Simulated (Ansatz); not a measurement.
Process, species as SMILES: N#C (CH-N) → [NH+]#[C-] (C-NH)
B3LYP-D3(BJ)/def2-TZVP geometries, fixed; electronic energies without zero-point terms.

Core correlation in the isomerisation energy at MP2 with Ansatz (a program for electronic structure), in kcal/mol: frozen core against all electrons. Core-valence sets carry the plain set on hydrogen.

```csv
basis,"functions, most",frozen core
cc-pVDZ,33,18.42
cc-pCVDZ,41,18.39
cc-pVTZ,74,17.59
cc-pCVTZ,100,17.62
cc-pwCVTZ,100,17.63
cc-pVQZ,140,17.50
cc-pwCVQZ,198,17.55
cc-pCVQZ,198,17.54
```

Q: How large is the core term in each set?

A: The largest core-valence set, cc-pCVQZ, gives a core term of 0.11 kcal/mol; the valence set cc-pVQZ, which lacks functions for the core, gives 0.09. By row: cc-pVDZ 0.04, cc-pCVDZ 0.01, cc-pVTZ 0.28, cc-pCVTZ 0.02, cc-pwCVTZ 0.10, cc-pVQZ 0.09, cc-pwCVQZ 0.12, cc-pCVQZ 0.11.
